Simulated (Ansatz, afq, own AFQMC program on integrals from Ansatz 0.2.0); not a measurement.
AlB, triplet in cc-pVDZ, levels against full CI

```xyz
2

B     0.0000    0.0000    0.0000
Al    0.0000    0.0000    1.6050
```

Basis cc-pVDZ. Only valence electrons are correlated. Ansatz 0.2.0 and our own AFQMC program on the same integrals; the CISD trial comes from CCSD amplitudes, and released means the phaseless constraint is let go. Uncertainties: one standard error, sampling alone.

Determinant: ROHF, the one that the program's search chose, which needn't be the lowest solution. The geometry is a point of a scan.

Full CI on the same integrals is exact in this basis and with this determinant's frozen core.

Cautions: lower spins were not checked; a spin-contaminated unrestricted determinant lies lower (UHF 916 meV lower, ⟨S²⟩ 2.80); strong correlation (T1 0.073, weight of the determinant 0.81, largest double 0.21); (T) is large, 6 % of the CCSD correlation; the released energies are still falling, so no released level is given (meV from the phaseless value at times in 1/Eh: -7 ± 4 at 0.24, -14 ± 3 at 0.51, -22 ± 4 at 0.99, -37.6 ± 2.4 at 1.62, -45.4 ± 1.6 at 2.40).

```
T1 diagnostic                               : 0.0732
weight of the determinant in the CISD state : 0.808
size of the correlated space                : 6 electrons in 26 orbitals
```

```tsv
level	correlation energy (eV)
MP2	-2.8474
CCSD	-3.7598
CCSD(T)	-3.9978
```

**Question.** Estimate where phaseless AFQMC with a CISD trial lies against CCSD(T) on the same integrals.

**Answer.** 1.1 ± 0.4 kJ/mol below CCSD(T).

Reference: full CI, correlation energy -4.073 eV. The cautions show a poor starting determinant, so the rows tell how each method copes with it here, and full CI is the sure value.

```json
{"level": "CCSD(T)", "E − E(reference) (kJ/mol)": "7.3", "share of correlation (%)": "98.15"}
{"level": "CCSDT", "E − E(reference) (kJ/mol)": "1.9", "share of correlation (%)": "99.52"}
{"level": "CCSDT(Q)", "E − E(reference) (kJ/mol)": "0.4", "share of correlation (%)": "99.91"}
{"level": "CCSDTQ", "E − E(reference) (kJ/mol)": "0.1", "share of correlation (%)": "99.98"}
{"level": "ph-AFQMC/CISD", "E − E(reference) (kJ/mol)": "6.2 ± 0.4", "share of correlation (%)": "98.42"}
```

CCSDT and higher add their correlation energy to the determinant of the CCSD(T) run, since their own runs factorise the integrals more tightly (a shift of under 2 meV). A walk keeps the symmetry of its determinant, which the program's search chose and which needn't be the lowest solution, so a lower state of the same spin and another symmetry isn't excluded.
